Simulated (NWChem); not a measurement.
Everything below was run with NWChem. System: H$_{2}$Si (+1), charge 1, spin multiplicity 2, at a geometry optimised with UPBE/def2-SVP. The structure started from a generated list of species. Its SCF solution wasn't tested for a lower state. Level: UCCSD(T)/3-21G, 5 core orbitals frozen.

Job file:

```
start mol
memory heap 100 mb stack 700 mb global 1900 mb
charge 1
geometry units angstroms nocenter noautoz
  Si     0.000000     0.000000     0.094735
  H      1.310258     0.000000    -0.663148
  H     -1.310258     0.000000    -0.663148
  symmetry group C2v
end
basis spherical
  * library 3-21g
end
scf
  uhf
  nopen 1
  maxiter 100
  thresh 1e-7
  semidirect memsize 60000000 filesize 0
  # guess.movecs holds the orbitals of an unrestricted PBE0 run
  vectors input guess.movecs output mol.movecs
end
tce
  freeze core 5
  ccsd(t)
  thresh 1e-6
  maxiter 100
  tilesize 24
end
task tce energy
```

NWChem printed:

```
             Northwest Computational Chemistry Package (NWChem) 7.3.0
             --------------------------------------------------------

                                NWChem Input Module
                                -------------------

 Scaling coordinates for geometry "geometry" by  1.889725989
 (inverse scale =  0.529177249)

 Turning off AUTOSYM since
 SYMMETRY directive was detected!

                             Geometry "geometry" -> ""
                             -------------------------

 Output coordinates in angstroms (scale by  1.889725989 to convert to a.u.)

  No.       Tag          Charge          X              Y              Z
 ---- ---------------- ---------- -------------- -------------- --------------
    1 Si                  14.0000     0.00000000     0.00000000     0.09473500
    2 H                    1.0000     1.31025800     0.00000000    -0.66314800
    3 H                    1.0000    -1.31025800     0.00000000    -0.66314800

 Effective nuclear repulsion energy (a.u.)       9.9907763557

            Nuclear Dipole moment (a.u.)
            ----------------------------
        X                 Y               Z
 ---------------- ---------------- ----------------
     0.0000000000     0.0000000000    -0.0000113384

      Symmetry information
      --------------------

 Group name             C2v
 Group number             16
 Group order               4
 No. of unique centers     2

      Symmetry unique atoms

     1    2


 Summary of "ao basis" -> "" (spherical)
 ------------------------------------------------------------------------------
       Tag                 Description            Shells   Functions and Types
 ---------------- ------------------------------  ------  ---------------------
 *                           3-21g                    on all atoms

 Summary of "ao basis" -> "ao basis" (spherical)
 ------------------------------------------------------------------------------
       Tag                 Description            Shells   Functions and Types
 ---------------- ------------------------------  ------  ---------------------
 Si                          3-21g                   7       13   4s3p
 H                           3-21g                   2        2   2s

                                 NWChem SCF Module
                                 -----------------

  ao basis        = "ao basis"
  functions       =    17
  atoms           =     3
  alpha electrons =     8
  beta  electrons =     7
  charge          =   1.00
  wavefunction    = UHF
  use symmetry    = T
  symmetry adapt  = T

 Summary of "ao basis" -> "ao basis" (spherical)
 ------------------------------------------------------------------------------
       Tag                 Description            Shells   Functions and Types
 ---------------- ------------------------------  ------  ---------------------
 Si                          3-21g                   7       13   4s3p
 H                           3-21g                   2        2   2s

      Symmetry analysis of basis
      --------------------------

        a1          9
        a2          0
        b1          5
        b2          3

 Forming initial guess at       0.0s

   Symmetry analysis of molecular orbitals - initial alpha
   -------------------------------------------------------

  Numbering of irreducible representations:

     1 a1          2 a2          3 b1          4 b2

  Orbital symmetries:

     1 a1          2 a1          3 b2          4 a1          5 b1
[...]
    1 Si  14    12.94   2.00  1.98  5.86  0.87  1.24  0.57  0.41
    2 H    1     1.03   0.39  0.64
    3 H    1     1.03   0.39  0.64

  Mulliken analysis of the alpha density
  --------------------------------------

    Atom       Charge   Shell Charges
 -----------   ------   -------------------------------------------------------
    1 Si  14     6.89   1.00  0.99  2.94  0.49  0.80  0.34  0.33
    2 H    1     0.56   0.21  0.34
    3 H    1     0.56   0.21  0.34

   Mulliken analysis of the beta density
   -------------------------------------

    Atom       Charge   Shell Charges
 -----------   ------   -------------------------------------------------------
    1 Si  14     6.05   1.00  0.99  2.93  0.39  0.44  0.23  0.08
    2 H    1     0.47   0.18  0.30
    3 H    1     0.47   0.18  0.30

   Mulliken analysis of the spin density
   -------------------------------------

    Atom       Charge   Shell Charges
 -----------   ------   -------------------------------------------------------
    1 Si  14     0.84   0.00  0.00  0.01  0.10  0.37  0.11  0.25
    2 H    1     0.08   0.04  0.04
    3 H    1     0.08   0.04  0.04

       Multipole analysis of the density wrt the origin
       ------------------------------------------------

     L   x y z        total         alpha         beta         nuclear
     -   - - -        -----         -----         ----         -------
     0   0 0 0      1.000000     -8.000000     -7.000000     16.000000

     1   1 0 0      0.000000     -0.000000      0.000000      0.000000
     1   0 1 0      0.000000      0.000000      0.000000      0.000000
     1   0 0 1      0.091032     -0.404010      0.495053     -0.000011

     2   2 0 0     -8.509027    -11.513363     -9.257099     12.261435
     2   1 1 0      0.000000     -0.000000      0.000000      0.000000
     2   1 0 1     -0.000000     -0.000000     -0.000000      0.000000
     2   0 2 0     -6.782747     -4.089114     -2.693633      0.000000
     2   0 1 1      0.000000     -0.000000      0.000000      0.000000
     2   0 0 2     -8.743599     -8.158263     -4.174886      3.589550

                   NWChem Extensible Many-Electron Theory Module
                   ---------------------------------------------


            General Information
            -------------------
      Number of processors :     1
         Wavefunction type : Unrestricted Hartree-Fock
          No. of electrons :    15
           Alpha electrons :     8
            Beta electrons :     7
           No. of orbitals :    34
            Alpha orbitals :    17
             Beta orbitals :    17
        Alpha frozen cores :     5
         Beta frozen cores :     5
     Alpha frozen virtuals :     0
      Beta frozen virtuals :     0
         Spin multiplicity : doublet
    Number of AO functions :    17
       Number of AO shells :    11
        Use of symmetry is : on
      Symmetry adaption is : on
         Schwarz screening : 0.10D-09

          Correlation Information
          -----------------------
          Calculation type : Coupled-cluster singles & doubles w/ perturbation
   Perturbative correction : (T)
            Max iterations :      100
        Residual threshold : 0.10D-05
     T(0) DIIS level shift : 0.00D+00
     L(0) DIIS level shift : 0.00D+00
     T(1) DIIS level shift : 0.00D+00
     L(1) DIIS level shift : 0.00D+00
     T(R) DIIS level shift : 0.00D+00
     T(I) DIIS level shift : 0.00D+00
   CC-T/L Amplitude update :  5-th order DIIS
                I/O scheme : Global Array Library
        L-threshold :  0.10D-05
        EOM-threshold :  0.10D-05
 no EOMCCSD initial starts read in
 TCE RESTART OPTIONS
 SLICE:      F
 D4D5:       F
 quantumc:   F
 qrotation:  F
 pwtce:      F
 qducc:      F
 nacto:                         0
 nrotv:                         0
 nrot:                          0

            Memory Information
            ------------------
          Available GA space size is     249036222 doubles
          Available MA space size is     104856036 doubles

 Maximum block size supplied by input
 Maximum block size        24 doubles

 tile_dim =      5

 -------------------------------------------------

 Global array virtual files algorithm will be used

 Parallel file system coherency ......... OK


 half-transformed integrals in memory

 2-e (intermediate) file size =           93925
 2-e (intermediate) file name = ./mol.v2i

 2-e integrals stored in memory



CCSD iterations
 ---------------------------------------------------------
 Iter          Residuum       Correlation     Cpu    Wall
 ---------------------------------------------------------
    1   0.0817547909798  -0.0351324454211     0.0     0.0
    2   0.0302703809502  -0.0454712342683     0.0     0.0
    3   0.0132143137971  -0.0488868131124     0.0     0.0
    4   0.0062700743640  -0.0502061761025     0.0     0.0
    5   0.0031636363298  -0.0507666938913     0.0     0.0
    6   0.0003398280854  -0.0512614162926     0.0     0.0
    7   0.0001769290818  -0.0512617679813     0.0     0.0
    8   0.0001144745518  -0.0512622903890     0.0     0.0
    9   0.0000763740780  -0.0512625843945     0.0     0.0
   10   0.0000516722254  -0.0512628163021     0.0     0.0
   11   0.0000047314394  -0.0512633726845     0.0     0.0
   12   0.0000020039932  -0.0512636077701     0.0     0.0
   13   0.0000011444610  -0.0512637043535     0.0     0.0
   14   0.0000006997970  -0.0512637408394     0.0     0.0
 -----------------------------------------------------------------
 Iterations converged
 CCSD correlation energy / hartree =        -0.051263740839418
 CCSD total energy / hartree       =      -288.242283926694085

 Singles contributions

 Doubles contributions
 CCSD(T)
 Using plain CCSD(T) code
             total no. of tasks           84
 total no. of tasks / no. procs           84
                         wl_min           12           1.5
                         wl_max          512           2.8
        thresh for no. of tasks           84

 CCSD[T]  correction energy / hartree =        -0.000630345877584
 CCSD[T] correlation energy / hartree =        -0.051894086717002
 CCSD[T] total energy / hartree       =      -288.242914272571682
 CCSD(T)  correction energy / hartree =        -0.000631490725450
 CCSD(T) correlation energy / hartree =        -0.051895231564868
 CCSD(T) total energy / hartree       =      -288.242915417419511

 Task  times  cpu:        0.5s     wall:        0.5s

 Total times  cpu:        0.5s     wall:        0.5s
```
